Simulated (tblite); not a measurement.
Record of a relaxation.

Compound: C₄H₆NO (doublet state).
Atom-mapped SMILES: `[CH3:1][C@H:2]1[CH:3][O:4][N:5]=[CH:6]1` (hydrogens: H7, H8, H9 on C1; H10 on C2; H11 on C3; H12 on C6)
Bond orders are those of one Lewis drawing.

Computed with GFN2-xTB (tblite), gas phase: L-BFGS steps from a force-field or distance-geometry start until the largest atomic force falls under 0.01 eV/Å. 7 of its 62 geometries are shown.

Step 0: E = -501.6057 eV, largest atomic force 3.257 eV/Å
```
atom  x, y, z in Å  |  force x, y, z in eV/Å
C1      1.413   -0.195    0.270    1.729   0.580  -0.674
C2      0.061   -0.218   -0.397    1.374  -0.689   0.973
C3     -0.942   -1.122    0.308   -1.529   2.798  -0.663
O4     -2.135   -0.558   -0.305   -0.214  -0.729   1.387
N5     -1.953    0.811   -0.291    1.652   0.594  -0.759
C6     -0.676    1.069   -0.354   -2.121   0.092  -0.007
H7      1.510    0.542    1.092   -0.361  -0.738  -0.234
H8      2.138    0.170   -0.508   -0.318  -0.396   0.716
H9      1.731   -1.207    0.572   -0.195   0.618   0.029
H10     0.164   -0.523   -1.444   -0.007  -0.137  -0.091
H11    -1.047   -0.850    1.396    0.393  -1.276  -0.638
H12    -0.262    2.081   -0.363   -0.404  -0.716  -0.038
```

Step 10: E = -502.7148 eV, largest atomic force 0.805 eV/Å
```
atom  x, y, z in Å  |  force x, y, z in eV/Å
C1      1.458   -0.161    0.280   -0.073  -0.077   0.271
C2      0.062   -0.180   -0.332    0.169   0.356  -0.283
C3     -1.029   -0.984    0.317    0.416   0.286   0.011
O4     -2.203   -0.362    0.035   -0.148   0.135  -0.037
N5     -1.979    0.906   -0.447    0.239   0.424   0.375
C6     -0.719    1.129   -0.544   -0.078  -0.578   0.548
H7      1.516    0.485    1.145   -0.132   0.085   0.247
H8      2.206    0.168   -0.419    0.062   0.321  -0.415
H9      1.769   -1.159    0.572   -0.222  -0.178   0.136
H10     0.188   -0.563   -1.371    0.038  -0.070   0.105
H11    -0.945   -1.419    1.309   -0.106  -0.160  -0.390
H12    -0.323    2.139   -0.570   -0.167  -0.545  -0.568
```

Step 20: E = -503.1347 eV, largest atomic force 0.367 eV/Å
```
atom  x, y, z in Å  |  force x, y, z in eV/Å
C1      1.436   -0.110    0.340    0.131   0.058  -0.030
C2      0.061   -0.156   -0.349    0.029  -0.153   0.058
C3     -1.012   -0.889    0.373    0.042   0.113  -0.152
O4     -2.159   -0.171    0.396    0.313   0.181   0.064
N5     -1.929    1.046   -0.173    0.074   0.069  -0.008
C6     -0.708    1.114   -0.564   -0.080   0.083  -0.209
H7      1.450    0.472    1.252   -0.185   0.238   0.075
H8      2.183    0.286   -0.351   -0.117  -0.018   0.160
H9      1.708   -1.123    0.611    0.116  -0.147  -0.063
H10     0.289   -0.616   -1.327   -0.094  -0.118  -0.219
H11    -0.979   -1.831    0.861   -0.102  -0.189   0.089
H12    -0.339    1.976   -1.096   -0.127  -0.116   0.235
```

Step 30: E = -503.2039 eV, largest atomic force 0.131 eV/Å
```
atom  x, y, z in Å  |  force x, y, z in eV/Å
C1      1.411   -0.094    0.342    0.009  -0.003   0.047
C2      0.069   -0.212   -0.415   -0.031  -0.065   0.013
C3     -0.994   -0.904    0.361   -0.053  -0.022  -0.013
O4     -2.056   -0.094    0.554    0.008   0.010  -0.005
N5     -1.830    1.100   -0.050   -0.031   0.047   0.008
C6     -0.674    1.083   -0.605   -0.076  -0.022   0.019
H7      1.289    0.502    1.242   -0.032   0.029   0.019
H8      2.169    0.368   -0.284   -0.025   0.018  -0.041
H9      1.745   -1.087    0.631    0.031   0.009  -0.037
H10     0.288   -0.699   -1.381    0.005  -0.032  -0.010
H11    -1.070   -1.902    0.734    0.067   0.001  -0.002
H12    -0.346    1.939   -1.155    0.128   0.029   0.001
```

Step 41: E = -503.2120 eV, largest atomic force 0.028 eV/Å
```
atom  x, y, z in Å  |  force x, y, z in eV/Å
C1      1.397   -0.090    0.336    0.014   0.002   0.003
C2      0.058   -0.233   -0.423    0.008   0.014   0.000
C3     -1.015   -0.919    0.339    0.003   0.007  -0.009
O4     -2.062   -0.090    0.547   -0.015  -0.008   0.000
N5     -1.817    1.109   -0.043    0.003  -0.007   0.012
C6     -0.664    1.075   -0.602   -0.004   0.000  -0.019
H7      1.260    0.506    1.236   -0.013  -0.016   0.019
H8      2.134    0.398   -0.296    0.004   0.009  -0.013
H9      1.765   -1.072    0.618    0.020  -0.009  -0.007
H10     0.284   -0.722   -1.387    0.001   0.006   0.006
H11    -1.055   -1.897    0.763   -0.021  -0.002   0.019
H12    -0.284    1.935   -1.114    0.001   0.004  -0.011
```

Step 51: E = -503.2132 eV, largest atomic force 0.047 eV/Å
```
atom  x, y, z in Å  |  force x, y, z in eV/Å
C1      1.398   -0.092    0.337    0.009   0.003  -0.011
C2      0.058   -0.237   -0.420    0.010   0.016   0.009
C3     -1.023   -0.919    0.336    0.020   0.004   0.004
O4     -2.067   -0.086    0.540    0.002   0.000   0.003
N5     -1.817    1.112   -0.049    0.017  -0.009  -0.001
C6     -0.661    1.074   -0.602   -0.010  -0.017  -0.043
H7      1.255    0.476    1.254    0.003  -0.025   0.002
H8      2.120    0.425   -0.289   -0.007   0.032   0.004
H9      1.795   -1.073    0.587   -0.031  -0.013   0.006
H10     0.289   -0.724   -1.384   -0.029   0.006   0.023
H11    -1.065   -1.886    0.787    0.009   0.007  -0.008
H12    -0.281    1.931   -1.122    0.008  -0.005   0.011
```

Step 61: E = -503.2149 eV, largest atomic force 0.010 eV/Å
```
atom  x, y, z in Å  |  force x, y, z in eV/Å
C1      1.398   -0.094    0.339   -0.003  -0.002  -0.003
C2      0.058   -0.239   -0.418    0.001  -0.001   0.004
C3     -1.023   -0.909    0.349    0.003   0.003   0.000
O4     -2.066   -0.073    0.542    0.001   0.002  -0.002
N5     -1.813    1.117   -0.064   -0.002   0.001   0.001
C6     -0.659    1.069   -0.618    0.000  -0.005   0.000
H7      1.245    0.412    1.289   -0.007   0.002  -0.007
H8      2.096    0.485   -0.261    0.005   0.002   0.004
H9      1.824   -1.075    0.529   -0.002  -0.006  -0.003
H10     0.283   -0.740   -1.376    0.001   0.009   0.003
H11    -1.067   -1.873    0.806    0.002  -0.005   0.005
H12    -0.275    1.919   -1.145    0.001  -0.001  -0.001
```

Task: Summarise the path.

Result: The energy falls by 1.6092 eV from step 0 to step 61; nine tenths of that is first reached at step 17. It falls at every step. The largest force goes from 3.257 to 0.010 eV/Å. Among the bonds C3–O4 changes most, from 1.455 to 1.351 Å; the atoms move by 0.553 Å rms after alignment.

Task: Follow the three bonds and two angles with the largest change from start to end.

Result: 
```csv
step,E above end (eV),largest force (eV/Å),C3–O4 (Å),C3–H11 (Å),C1–C2 (Å),C2–C3–H11 (°),C2–C3–O4 (°)
0,1.6092,3.257,1.455,1.126,1.508,111.5,96.6
3,1.0857,0.945,1.354,1.088,1.505,114.7,106.3
5,0.8713,1.099,1.374,1.086,1.518,118.4,108.6
8,0.6313,0.694,1.376,1.091,1.538,120.5,106.3
11,0.4325,0.932,1.356,1.088,1.517,126.0,107.9
13,0.2981,1.060,1.361,1.105,1.518,130.4,109.4
16,0.1689,0.618,1.359,1.085,1.533,130.2,109.4
19,0.0960,0.480,1.352,1.071,1.538,128.8,110.8
21,0.0667,0.374,1.352,1.067,1.540,130.0,111.3
24,0.0390,0.290,1.349,1.065,1.549,130.6,111.1
27,0.0197,0.161,1.350,1.063,1.552,130.7,111.3
29,0.0129,0.152,1.351,1.066,1.546,131.7,111.1
32,0.0089,0.107,1.350,1.067,1.546,131.8,110.8
34,0.0059,0.174,1.349,1.066,1.549,131.2,110.9
37,0.0037,0.039,1.351,1.067,1.546,130.8,111.0
40,0.0031,0.028,1.351,1.067,1.545,130.9,110.9
42,0.0029,0.028,1.351,1.067,1.546,130.9,110.8
45,0.0026,0.027,1.351,1.067,1.547,131.3,110.8
48,0.0023,0.046,1.352,1.068,1.545,131.5,110.8
50,0.0019,0.038,1.352,1.068,1.546,131.4,110.8
53,0.0012,0.050,1.351,1.067,1.547,131.1,110.9
56,0.0004,0.037,1.351,1.067,1.546,131.0,110.9
58,0.0001,0.023,1.351,1.067,1.546,131.1,110.8
61,0.0000,0.010,1.351,1.067,1.546,131.2,110.8
```

The cost below is that of the whole relaxation. Hardware: one thread of an AMD EPYC, no GPU, shared host with 64 logical CPUs at a one-minute load of 57. Cost: 0.75 s wall.
